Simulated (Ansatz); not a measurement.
C3H5NO (`NC1=COC1`). Charge 0, multiplicity 1.

| atom | x (Å) | y (Å) | z (Å) |
| --- | --- | --- | --- |
| N1 | -1.302 | 0.879 | -0.467 |
| C2 | -0.270 | 0.107 | 0.035 |
| C3 | -0.025 | -0.751 | 1.029 |
| O4 | 1.244 | -1.167 | 0.609 |
| C5 | 1.070 | -0.277 | -0.527 |
| H6 | -1.019 | 1.816 | -0.722 |
| H7 | -2.103 | 0.917 | 0.146 |
| H8 | -0.496 | -1.169 | 1.907 |
| H9 | 1.852 | 0.486 | -0.549 |
| H10 | 1.047 | -0.841 | -1.461 |

(1) List the harmonic frequencies (cm⁻¹, unscaled) at PBE0-D4/def2-TZVP in Ansatz. (Estimate.)

(2) Is this a minimum?

(3) Give the ideal-gas thermochemistry at 298.15 K and 1 bar (rigid rotor, harmonic oscillator; point group C1, symmetry number 1).

(4) And at 400, 500, 600, 800 and 1000 K?

Results:

(1) Computed: 199, 325, 376, 435, 710, 730, 783, 927, 992, 1006, 1058, 1112, 1130, 1245, 1318, 1377, 1478, 1643, 1765, 3072, 3132, 3251, 3547, 3643.

(2) Yes, all 24 modes are real.

(3) Zero-point energy 210.9 kJ/mol; H(298) − E = 226.3 kJ/mol; entropy 293.8 J/(mol·K), of which translation 162.0, rotation 103.7, vibration 28.1; G(298) − E = 138.7 kJ/mol.

(4) 
| T (K) | H − E (kJ/mol) | S (J/mol/K) | G − E (kJ/mol) |
| --- | --- | --- | --- |
| 400 | 235.6 | 320.5 | 107.4 |
| 500 | 246.7 | 345.3 | 74.1 |
| 600 | 259.5 | 368.6 | 38.4 |
| 800 | 288.9 | 410.7 | -39.6 |
| 1000 | 322.0 | 447.6 | -125.5 |
